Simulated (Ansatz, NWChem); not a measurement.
How basis sets differ on SiH3 (SMILES [SiH3])

SiH3, doublet, SMILES `[SiH3]`. Each level relaxes the structure for itself.

Each level gives the highest harmonic wavenumber at each level's own minimum (cm⁻¹). The values are calculated.

| level | kind | program | value (cm⁻¹) |
| --- | --- | --- | --- |
| UHF/STO-3G | Hartree–Fock | Ansatz | 2889 |
| UHF/3-21G | Hartree–Fock | Ansatz | 2291 |
| UHF/6-31G* (spherical functions) | Hartree–Fock | NWChem | 2380 |
| UHF/6-31G* (Cartesian functions) | Hartree–Fock | Ansatz | 2383 |
| UHF/cc-pVTZ | Hartree–Fock | Ansatz | 2316 |

Harmonic and unscaled. The values span 2291 to 2889 cm⁻¹. Without the sets that lack polarisation functions the rows with a basis span only 2316 to 2383 cm⁻¹.
